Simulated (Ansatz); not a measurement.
[H···H···GeH₃], doublet along the distance H1-H2

Starting geometry:

```yaml
atoms:
  - { symbol: H, position_ang: [-2.8380, 0.0000, 0.0000] }
  - { symbol: H, position_ang: [-2.0930, 0.0000, 0.0000] }
  - { symbol: Ge, position_ang: [0.0470, 0.0000, 0.0000] }
  - { symbol: H, position_ang: [0.5156, -1.4659, 0.0000] }
  - { symbol: H, position_ang: [0.5156, 0.7330, -1.2695] }
  - { symbol: H, position_ang: [0.5156, 0.7330, 1.2695] }
```

From there H2 is moved from one fragment to the other while all else, the fragments' distance too, stays fixed; atoms are numbered as listed. Energies are in kcal/mol, counted from the starting geometry at the same level. Kohn–Sham curves are unrestricted where that lies lower.

Basis cc-pVDZ; Ansatz 0.2.0. Correlated methods freeze the noble-gas cores and the filled d shells of p-block atoms. R marks a restricted (for open shells ROHF) determinant, U an unrestricted one. No spin–orbit coupling is included, and no scalar relativity.

In so small a basis the reference is far from its limit while semilocal and hybrid functionals are nearer theirs (RPA and double hybrids share much of the reference's basis error), so the functionals' errors here hold much of the reference's basis and frozen-core error, which can add to them or hide them.

Full CI isn't at hand for all of this; UCCSDT(Q) serves as the reference, and is uncertain by about the last step of the cluster series.

```
distance H1-H2 (Å)  UCCSDT(Q)   PBE  r2SCAN  B97M-V  PBE0  B3LYP  CAM-B3LYP  wB97M-V  B2PLYP  RPA-PBE
             0.693        1.9   2.9     2.4     2.3   2.5    2.4        2.4      2.1     2.1      2.0
             0.745        0.0   0.0     0.0     0.0   0.0    0.0        0.0      0.0     0.0      0.0
             0.832        1.3  -0.4     0.2     0.2   0.3    0.4        0.4      0.9     1.0      1.1
             0.919        5.2   2.0     3.1     2.5   3.3    3.5        3.6      4.5     4.5      4.9
             1.006        9.4   5.1     6.4     5.2   6.7    7.0        7.2      8.7     8.4      9.0
             1.094       12.2   7.7     9.0     7.4   9.4    9.8        9.8     11.8    11.1     12.0
             1.181       13.4   9.6    10.4     9.0  10.8   11.5       11.1     13.5    12.3     13.5
             1.268       13.6  11.1    11.3    10.4  11.6   12.6       11.8     14.3    12.8     14.2
             1.355       14.2  13.2    12.8    12.6  13.0   14.3       12.9     15.4    13.8     15.2
```
